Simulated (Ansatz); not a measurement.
**CO (singlet): wB97M-V, B2PLYP over a scan of the distance O1–C2, 6-31G**

Aim: run CO (singlet) with these functionals over a scan of the distance O1–C2, and hold them against the top wave-function level at the same points.

Program: Ansatz 0.2.0, Gaussian basis. Level of theory: 6-31G, all electrons in the functionals, frozen cores in the correlation of double hybrids and RPA. These are calculated values, not measurements.

To be run: wB97M-V, B2PLYP, at 0.890 Å; 1.019 Å; 1.123 Å; 1.230 Å; 1.356 Å; 1.561 Å; 1.808 Å; 2.087 Å; 2.505 Å; 3.069 Å; 3.833 Å.

22 further runs of the same task are left out: 15 that didn't finish, 7 set aside as unsound or not needed.

## 1. What is computed

The geometry derives from a PBE0/def2-TZVP stationary point (not a proven minimum). One bond is set to the value named and the two fragments are kept rigid.

2 atoms, charge 0, spin multiplicity 1.

Atoms are counted from 1 here; the program's logs count them from 0.

Bond lengths: O1–C2 1.123 Å.

No dispersion term is added; wB97M-V holds VV10 nonlocal correlation.

The geometry shown and the zero of energy belong to the point 1.123 Å. The yardstick, FCI, and other wave-function levels (R restricted, U unrestricted, valence and pair active spaces) come from earlier runs.

## 2. wB97M-V, 0.890 Å

in.yaml reads:

```yaml
crystal:
  periodic: [false, false, false]
  atoms:
    - {symbol: O, position_ang: [0.000000, 0.000000, 0.000000]}
    - {symbol: C, position_ang: [0.000000, 0.000000, 0.890000]}
basis:
  gaussian: {orbitals: 6-31G}
hamiltonian: {xc: {name: wB97M-V}}
output: {orbitals: {seedname: orbitals}}
```

The run is started by

```
ansatz run in.yaml --threads 1 --pin off --events-out ev --progress --plain --max-ram 2393MiB
```

After this run come: wB97M-V, 1.019 Å; wB97M-V, 1.123 Å; wB97M-V, 1.230 Å; wB97M-V, 1.356 Å; wB97M-V, 1.561 Å; wB97M-V, 1.808 Å; wB97M-V, 2.087 Å; wB97M-V, 2.505 Å; wB97M-V, 3.069 Å; wB97M-V, 3.833 Å; B2PLYP, 0.890 Å; B2PLYP, 1.019 Å; B2PLYP, 1.123 Å; B2PLYP, 1.230 Å; B2PLYP, 1.356 Å; B2PLYP, 1.561 Å; B2PLYP, 1.808 Å; B2PLYP, 2.087 Å; B2PLYP, 2.505 Å; B2PLYP, 3.069 Å; B2PLYP, 3.833 Å.

**Question.** What will the summary of the whole plan be? Wanted: span of the FCI curve; largest miss, wB97M-V; largest miss, B2PLYP.

The runs gave:

| quantity | value |
| --- | --- |
| span of the FCI curve | 860.8 kJ/mol |
| largest miss, wB97M-V | +152.4 kJ/mol (1.808 Å) |
| largest miss, B2PLYP | +141.0 kJ/mol (1.808 Å) |

Of the functionals, B2PLYP keep the smallest largest miss at the points compared (at most 141.0 kJ/mol) and wB97M-V strays most (152.4 kJ/mol, at 1.808 Å). wB97M-V, B2PLYP clearly break the spin symmetry at some points (⟨S²⟩ up to 2.00 above the pure value), so energy there is bought with a mixed spin. Functionals and the yardstick converge differently with the basis, so part of each miss in 6-31G is the basis.
